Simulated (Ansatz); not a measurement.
Relaxation of BClH5N (8 atoms, charge 0, multiplicity 1), to a largest force component of 0.03 eV/Å in at most 50 steps.

All numbers below come from Ansatz, RKS PBE0/def2-mTZVP.

```xyz
8
Properties=species:S:1:pos:R:3:forces:R:3
B 0.016 -0.144 0.267 0.07 -0.52 2.34
N 0.041 -0.322 1.727 -0.07 0.39 -2.39
H -0.771 -0.612 2.251 0.01 0.00 -0.01
H 0.902 -0.379 2.248 0.00 0.01 0.00
H 1.047 0.068 -0.289 0.01 -0.01 0.01
H -1.032 -0.234 -0.292 -0.01 0.01 0.02
Cl -0.362 2.884 0.590 0.03 -0.45 0.67
H -0.261 1.902 1.493 -0.05 0.59 -0.64
```

Problem. Where does it end, and by what steps?

Solution. The run converged. After 9 steps the energy has fallen by 0.242 eV; Cl7 moved furthest, 0.96 Å.

| step | energy less start (eV) | largest force component (eV/Å) | accepted |
| --- | --- | --- | --- |
| 0 | 0.0000 | 2.389 | yes |
| 1 | -0.1134 | 1.238 | yes |
| 2 | -0.1419 | 1.311 | yes |
| 3 | -0.1907 | 0.705 | yes |
| 4 | -0.2001 | 0.807 | yes |
| 5 | -0.2235 | 0.571 | yes |
| 6 | -0.2319 | 0.269 | yes |
| 7 | -0.2392 | 0.066 | yes |
| 8 | -0.2409 | 0.148 | yes |
| 9 | -0.2417 | 0.025 | yes |

```xyz
8
Properties=species:S:1:pos:R:3
B 0.061 -0.479 0.190
N 0.015 -0.118 1.539
H -0.822 -0.202 2.098
H 0.847 0.020 2.095
H 1.115 -0.475 -0.367
H -0.959 -0.750 -0.364
Cl -0.423 3.228 1.481
H -0.255 1.938 1.326
```

The run took 28 s on 1 thread of Arm Neoverse V1, on a shared host, peak memory 0.14 GiB.
